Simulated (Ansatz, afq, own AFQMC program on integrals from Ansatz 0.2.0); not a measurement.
# AFQMC, coupled cluster and functionals along a coordinate of SiH3⁻, singlet

```xyz
4

Si    0.0000    0.0000   -0.0804
H     1.3052   -0.0002    0.7466
H    -0.6524    1.1304    0.7466
H    -0.6528   -1.1302    0.7466
```

All coordinates are scaled about the centre. Energies in kcal/mol count from this geometry (1.000) at the same level; the start stands on RHF, each point on the determinant named.

Basis 6-31++G**. Noble-gas cores (and the filled d shells of Ga–Kr and In–Xe) are frozen. AFQMC by an in-house program on the Cholesky factors that Ansatz 0.2.0 writes for its CCSD(T) run. The CISD trial takes its coefficients from CCSD amplitudes. Released means that phaseless walkers are propagated on without the constraint, phases kept. Error bars are statistical, one sigma.

Cautions, each for one point or more: (Q) is large, so the cluster series hasn't closed; (T) is large; CCSDT(Q) on the RHF determinant differs, perhaps since the unrestricted series falls towards higher spin; CCSDT(Q) on the UHF determinant differs, by its state or its frozen core; cluster runs in doubt by the program's own checks; higher spins were not checked; raised T1 diagnostic; restricted determinant unstable towards unrestricted; strong correlation; unrestricted determinant spin contaminated; walk and cluster series may follow different spin states.

| scale of all distances | det. | T1 | weight | ⟨S²⟩ | wB97M-V | B2PLYP | CCSD(T) |
| --- | --- | --- | --- | --- | --- | --- | --- |
| 1.106 | RHF | 0.014 | 0.91 | pure | 9.5 | 10.2 | 10.6 |
| 1.316 | RHF | 0.024 | 0.87 | pure | 55.4 | 56.4 | 56.1 |
| 1.484 | RHF | 0.037 | 0.82 | pure | 96.5 | 96.3 | 93.3 |
| 1.776 | RHF‡¶ | 0.070 | 0.69 | pure | 158.9§ | 156.4§ | 142.6 |
| 1.995 | RHF¶ | 0.103 | 0.58 | pure | 185.6§ | 178.9§ | 165.6 |
| 2.397 | UHF¶ | 0.076 | 0.80 | 2.82 | 209.9§ | 199.4§ | 195.7 |

Problem. Estimate the curve of CCSDT(Q), counted from the same start.

Solution. 
| scale of all distances | det. | T1 | weight | ⟨S²⟩ | CCSDT(Q) | ph-AFQMC/CISD | released AFQMC |
| --- | --- | --- | --- | --- | --- | --- | --- |
| 1.106 | RHF | 0.014 | 0.91 | pure | 10.5 | 10.6 ± 0.2 | – |
| 1.316 | RHF | 0.024 | 0.87 | pure | 55.8 | 55.9 ± 0.3 | 55.7 ± 0.3* |
| 1.484 | RHF | 0.037 | 0.82 | pure | 92.7 | 93.5 ± 0.4 | 93.2 ± 0.5* |
| 1.776 | RHF‡¶ | 0.070 | 0.69 | pure | 142.0 | 144.0 ± 0.4 | 143.9 ± 0.7* |
| 1.995 | RHF¶ | 0.103 | 0.58 | pure | 167.7 | 172.0 ± 0.5 | 170.4 ± 1.1* |
| 2.397 | UHF¶ | 0.076 | 0.80 | 2.82 | 193.0 | 196.6 ± 0.5 | 194.8 ± 1.0* |

Weight is that of the determinant in the CISD state; at the start T1 is 0.012 and the weight 0.92. ¶ marks points with a poor determinant and no full CI, where no value is sure; they don't count among the departures. An asterisk marks released energies that aren't shown to be converged. A double dagger marks points where the walks on two determinants ended up to 1.2 kcal/mol apart; the lower is shown. A dash marks a missing value, a released energy that hasn't settled or a functional that sits on another state. § marks a functional whose ⟨S²⟩ is too high by over 0.1. Largest departures from CCSDT(Q), at the points where its series has closed: CCSD(T) 0.6 kcal/mol at 1.484 (on RHF), ph-AFQMC/CISD 0.8 kcal/mol at 1.484 (on RHF), wB97M-V 3.8 kcal/mol at 1.484, B2PLYP 3.6 kcal/mol at 1.484. Functionals count only at points shown to share the start's state and spin. In this small basis the wave-function levels are far from their limit, so their gap to the functionals isn't the functionals' error.

CCSDT and higher add their correlation energy to the determinant of the CCSD(T) run, since their own runs factorise the integrals more tightly (a shift of under 2 meV). A walk keeps the symmetry of its determinant, which the program's search chose and which needn't be the lowest solution, so a lower state of the same spin and another symmetry isn't excluded.
